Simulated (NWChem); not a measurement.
The numbers come from NWChem runs, not from measurements. System: Na (+1), charge 1, spin multiplicity 1. Level: PBE/def2-QZVP.

The NWChem input:

```
start mol
memory heap 200 mb stack 900 mb global 1100 mb
charge 1
geometry units angstroms nocenter noautoz
  Na     0.000000     0.000000     0.000000
  symmetry group D2h
end
basis spherical
  * library def2-qzvp
end
dft
  xc xpbe96 cpbe96
  semidirect memsize 60000000 filesize 0
  iterations 100
end
task dft energy
```

Output (cleaned and shortened):

```
             Northwest Computational Chemistry Package (NWChem) 7.3.0
             --------------------------------------------------------

                                NWChem Input Module
                                -------------------

 Scaling coordinates for geometry "geometry" by  1.889725989
 (inverse scale =  0.529177249)

                             Geometry "geometry" -> ""
                             -------------------------

 Output coordinates in angstroms (scale by  1.889725989 to convert to a.u.)

  No.       Tag          Charge          X              Y              Z
 ---- ---------------- ---------- -------------- -------------- --------------
    1 Na                  11.0000     0.00000000     0.00000000     0.00000000

 Effective nuclear repulsion energy (a.u.)       0.0000000000

            Nuclear Dipole moment (a.u.)
            ----------------------------
        X                 Y               Z
 ---------------- ---------------- ----------------
     0.0000000000     0.0000000000     0.0000000000

      Symmetry information
      --------------------

 Group name             D2h
 Group number             26
 Group order               8
 No. of unique centers     1

      Symmetry unique atoms

     1


 Summary of "ao basis" -> "" (spherical)
 ------------------------------------------------------------------------------
       Tag                 Description            Shells   Functions and Types
 ---------------- ------------------------------  ------  ---------------------
 *                         def2-qzvp                  on all atoms

  pbe96 is a nonlocal functional; adding pw91lda local functional.

                                 NWChem DFT Module
                                 -----------------

 Summary of "ao basis" -> "ao basis" (spherical)
 ------------------------------------------------------------------------------
       Tag                 Description            Shells   Functions and Types
 ---------------- ------------------------------  ------  ---------------------
 Na                        def2-qzvp                18       46   9s5p3d1f

 Summary of "ao basis" -> "ao basis" (spherical)
 ------------------------------------------------------------------------------
       Tag                 Description            Shells   Functions and Types
 ---------------- ------------------------------  ------  ---------------------
 Na                        def2-qzvp                18       46   9s5p3d1f

      Symmetry analysis of basis
      --------------------------

        ag         15
        au          1
        b1g         3
        b1u         7
        b2g         3
        b2u         7
        b3g         3
        b3u         7

            General Information
            -------------------
          SCF calculation type: DFT
          Wavefunction type:  closed shell.
          No. of atoms     :     1
          No. of electrons :    10
           Alpha electrons :     5
            Beta electrons :     5
          Charge           :     1
          Spin multiplicity:     1
          Use of symmetry is: on ; symmetry adaption is: on
          Maximum number of iterations: 100
          AO basis - number of functions:    46
                     number of shells:    18
          Convergence on energy requested:  1.00D-06
          Convergence on density requested:  1.00D-05
          Convergence on gradient requested:  5.00D-04

              XC Information
              --------------
          PerdewBurkeErnzerhof Exchange Functional  1.000
            Perdew 1991 LDA Correlation Functional  1.000 local
           PerdewBurkeErnz. Correlation Functional  1.000 non-local

             Grid Information
             ----------------
          Grid used for XC integration:  medium
          Radial quadrature: Mura-Knowles
          Angular quadrature: Lebedev.
          Tag              B.-S. Rad. Rad. Pts. Rad. Cut. Ang. Pts.
          ---              ---------- --------- --------- ---------
          Na                  1.80       88          13.0       434
          Grid pruning is: on
          Number of quadrature shells:    88
          Spatial weights used:  Erf1

          Convergence Information
          -----------------------
          Convergence aids based upon iterative change in
          total energy or number of iterations.
          Levelshifting, if invoked, occurs when the
          HOMO/LUMO gap drops below (HL_TOL):  1.00D-02
          DIIS, if invoked, will attempt to extrapolate
          using up to (NFOCK): 10 stored Fock matrices.

                    Damping( 0%)  Levelshifting(0.5)       DIIS
                  --------------- ------------------- ---------------
          dE  on:    start            ASAP                start
          dE off:    2 iters        100 iters           100 iters

      Screening Tolerance Information
      -------------------------------
          Density screening/tol_rho:  1.00D-10
          AO Gaussian exp screening on grid/accAOfunc:  14
          CD Gaussian exp screening on grid/accCDfunc:  20
          XC Gaussian exp screening on grid/accXCfunc:  20
          Schwarz screening/accCoul:  1.00D-08

      Superposition of Atomic Density Guess
      -------------------------------------

 Sum of atomic energies:        -161.85875233

 Renormalizing density from      11.00 to     10

      Non-variational initial energy
      ------------------------------

 Total energy =    -152.555900
 1-e energy   =    -207.159644
 2-e energy   =      54.603744
 HOMO         =      -2.561192
 LUMO         =      -0.374090

      Symmetry analysis of molecular orbitals - initial
      -------------------------------------------------

 !! scf_movecs_sym_adapt:   36 vectors were symmetry contaminated

  Symmetry fudging

 !! scf_movecs_sym_adapt:   35 vectors were symmetry contaminated

  Numbering of irreducible representations:

     1 ag          2 au          3 b1g         4 b1u         5 b2g
     6 b2u         7 b3g         8 b3u

  Orbital symmetries:

     1 ag          2 ag          3 b2u         4 b3u         5 b1u
     6 ag          7 b1u         8 b3u         9 b2u        10 ag
    11 b1u        12 b2u        13 b3u        14 b1g        15 ag

------------------------------------------------------------
EAF file 0: "./mol.aoints.0" size=524288 bytes
------------------------------------------------------------
               write      read    awrite     aread      wait
               -----      ----    ------     -----      ----
     calls:        1         0         0         0         0
   data(b): 5.24e+05  0.00e+00  0.00e+00  0.00e+00
   time(s): 0.00e+00  0.00e+00  0.00e+00  0.00e+00  0.00e+00
rate(mb/s): 0.00e+00  0.00e+00
------------------------------------------------------------

 !! scf_movecs_sym_adapt:   34 vectors were symmetry contaminated

  Symmetry fudging

 !! scf_movecs_sym_adapt:   31 vectors were symmetry contaminated

   convergence    iter        energy       DeltaE   RMS-Dens  Diis-err    time
 ---------------- ----- ----------------- --------- --------- ---------  ------
 d= 0,ls=0.0,diis     1   -161.7909494930 -1.62D+02  3.43D-02  3.66D+00     0.3

 !! scf_movecs_sym_adapt:   33 vectors were symmetry contaminated

  Symmetry fudging

 !! scf_movecs_sym_adapt:   29 vectors were symmetry contaminated

 d= 0,ls=0.0,diis     2   -161.8468282327 -5.59D-02  1.60D-02  2.11D+00     0.3

 !! scf_movecs_sym_adapt:   29 vectors were symmetry contaminated

  Symmetry fudging

 !! scf_movecs_sym_adapt:   26 vectors were symmetry contaminated

 d= 0,ls=0.0,diis     3   -161.9705678407 -1.24D-01  1.22D-03  1.14D-02     0.3

 !! scf_movecs_sym_adapt:   29 vectors were symmetry contaminated

  Symmetry fudging

 !! scf_movecs_sym_adapt:   26 vectors were symmetry contaminated

 d= 0,ls=0.0,diis     4   -161.9713452363 -7.77D-04  3.86D-05  8.75D-06     0.4

 !! scf_movecs_sym_adapt:   29 vectors were symmetry contaminated

  Symmetry fudging

 !! scf_movecs_sym_adapt:   26 vectors were symmetry contaminated

 d= 0,ls=0.0,diis     5   -161.9713457963 -5.60D-07  1.87D-06  2.09D-08     0.4

         Total DFT energy =     -161.971345796286
      One electron energy =     -224.590951532574
           Coulomb energy =       76.761719758104
    Exchange-Corr. energy =      -14.142114021816
 Nuclear repulsion energy =        0.000000000000

 Numeric. integr. density =        9.999999999975

     Total iterative time =      0.2s

                  Occupations of the irreducible representations
                  ----------------------------------------------

                     irrep           alpha         beta
                     --------     --------     --------
                     ag                2.0          2.0
                     au                0.0          0.0
                     b1g               0.0          0.0
                     b1u               1.0          1.0
                     b2g               0.0          0.0
                     b2u               1.0          1.0
                     b3g               0.0          0.0
                     b3u               1.0          1.0

                       DFT Final Molecular Orbital Analysis
                       ------------------------------------

 Vector    3  Occ=2.000000D+00  E=-1.341922D+00  Symmetry=b1u
              MO Center=  1.2D-31,  1.2D-31, -2.1D-15, r^2= 2.3D-01
   Bfn.  Coefficient  Atom+Function         Bfn.  Coefficient  Atom+Function
  ----- ------------  ---------------      ----- ------------  ---------------
    12      0.959201  1 Na pz                15      0.076910  1 Na pz

 Vector    4  Occ=2.000000D+00  E=-1.341922D+00  Symmetry=b2u
              MO Center= -3.3D-32,  6.1D-16, -3.2D-32, r^2= 2.3D-01
   Bfn.  Coefficient  Atom+Function         Bfn.  Coefficient  Atom+Function
  ----- ------------  ---------------      ----- ------------  ---------------
    11      0.959201  1 Na py                14      0.076910  1 Na py

 Vector    5  Occ=2.000000D+00  E=-1.341922D+00  Symmetry=b3u
              MO Center=  4.2D-16, -2.3D-32, -2.3D-32, r^2= 2.3D-01
   Bfn.  Coefficient  Atom+Function         Bfn.  Coefficient  Atom+Function
  ----- ------------  ---------------      ----- ------------  ---------------
    10      0.959201  1 Na px                13      0.076910  1 Na px

 Vector    6  Occ=0.000000D+00  E=-2.652982D-01  Symmetry=ag
              MO Center=  2.4D-18, -1.2D-17,  4.9D-20, r^2= 3.6D+00
   Bfn.  Coefficient  Atom+Function         Bfn.  Coefficient  Atom+Function
  ----- ------------  ---------------      ----- ------------  ---------------
     7      1.147876  1 Na s                  5     -0.288645  1 Na s
     8     -0.228301  1 Na s                  9      0.175779  1 Na s
     4     -0.076673  1 Na s                  1      0.056221  1 Na s
     6     -0.053720  1 Na s                  2      0.033647  1 Na s

 Vector    7  Occ=0.000000D+00  E=-1.494383D-01  Symmetry=b2u
              MO Center=  5.4D-34,  1.2D-17,  2.1D-33, r^2= 6.6D+00
   Bfn.  Coefficient  Atom+Function         Bfn.  Coefficient  Atom+Function
  ----- ------------  ---------------      ----- ------------  ---------------
    20      0.568316  1 Na py                17      0.413059  1 Na py
    11     -0.206668  1 Na py                23      0.117190  1 Na py
    14      0.038686  1 Na py

 Vector    8  Occ=0.000000D+00  E=-1.494383D-01  Symmetry=b3u
              MO Center= -2.4D-18, -2.2D-32, -1.9D-33, r^2= 6.6D+00
   Bfn.  Coefficient  Atom+Function         Bfn.  Coefficient  Atom+Function
  ----- ------------  ---------------      ----- ------------  ---------------
    19      0.568316  1 Na px                16      0.413059  1 Na px
    10     -0.206668  1 Na px                22      0.117190  1 Na px
    13      0.038686  1 Na px

 Task  times  cpu:        0.4s     wall:        0.4s

 Total times  cpu:        0.4s     wall:        0.4s
```
